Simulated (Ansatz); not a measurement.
Cubic perovskite BaTiO₃ (cubic high-temperature phase) was calculated with PBE (plane waves, PAW; Ansatz, a first-principles code).

Numerical settings: plane-wave cutoff 520 eV, 6×6×6 k mesh, perturbation theory, no spin polarisation, scalar-relativistic PAW data made under PBE.

Computed at the level's own relaxed cell.

```cif
data_BaO3Ti
_chemical_formula_sum 'Ba1 Ti1 O3'
_space_group_name_H-M_alt 'P 1'
_space_group_IT_number 1
_cell_length_a 4.01935
_cell_length_b 4.01935
_cell_length_c 4.01935
_cell_angle_alpha 90.000
_cell_angle_beta 90.000
_cell_angle_gamma 90.000
loop_
_space_group_symop_operation_xyz
  'x, y, z'
loop_
_atom_site_label
_atom_site_type_symbol
_atom_site_fract_x
_atom_site_fract_y
_atom_site_fract_z
_atom_site_occupancy
Ba1 Ba 0.00000 0.00000 0.00000 1
Ti1 Ti 0.50000 0.50000 0.50000 1
O1 O 0.50000 0.00000 0.50000 1
O2 O 0.00000 0.50000 0.50000 1
O3 O 0.50000 0.50000 0.00000 1
```

Harmonic phonon frequencies (cm⁻¹; i marks an imaginary mode; at Γ without the LO shift):

```json
[
 {"q point": "Γ", "frequencies": "246i 246i 246i 0 0 0 164 164 164 279 279 279 453 453 453"},
 {"q point": "X", "frequencies": "218i 218i 103 103 145 190 190 261 317 328 328 420 420 511 624"},
 {"q point": "M", "frequencies": "193i 102 102 102 197 270 270 331 340 340 348 429 429 457 681"},
 {"q point": "R", "frequencies": "127 127 127 175 175 175 310 310 381 381 381 416 416 416 716"}
]
```

Imaginary modes appear, so the structure is dynamically unstable at this level.

Note: the relaxation could not lower the start's symmetry, so the cell can be a saddle point above a distorted one; the run finds an imaginary mode (246i cm⁻¹), so the cell is a saddle point at this level.
